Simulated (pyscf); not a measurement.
This saddle point was located with ωB97X-D3(BJ)/def2-SVP in PySCF.

```xyz
14

C     -2.4553    -0.1095    -0.8357
O     -2.2914    -0.4104     0.5337
O     -1.0388    -0.9652     0.7164
H     -3.4900     0.2487    -0.9419
H     -2.3031    -1.0063    -1.4592
H     -1.7567     0.6840    -1.1592
C      0.3791     1.0619     1.1977
C      1.4035     1.1276     0.0972
H     -0.3709    -0.0694     0.9965
H      0.7650     0.8920     2.2126
H     -0.4217     1.8150     1.1702
H      2.0746     0.2545     0.1162
H      2.0359     2.0286     0.2022
H      0.9311     1.1724    -0.8966
```
Charge 0, spin multiplicity 2.

Surface: doublet, charge 0. Lowest wavenumbers (cm⁻¹): 2018i, 42, 81, 108, 157.

Task: Name the species on either side of this saddle.

Result: `[CH3][O][O]` [doublet] + `[CH3][CH3]` ⇌ `[CH3][O][OH]` + `[CH2][CH3]` [doublet], a hydrogen abstraction read from left to right: C–H broken and H–O formed. At ωB97M-D3(BJ)/def2-TZVP it lies +25.5 kcal/mol from the left side (each side as separated species at their lowest minima found). H₃C–O–O• lies 49.2 kcal/mol over its isomer HO–CH•–OH, and others may lie lower still (electronic energy, ωB97M-D3(BJ)). H₃C–O–OH lies 63.6 kcal/mol over its isomer HO–CH₂–OH, and others may lie lower still (electronic energy, ωB97M-D3(BJ)). This is the saddle that the search found; another between the same sides may lie lower. The angle at the transferred H is 174°.
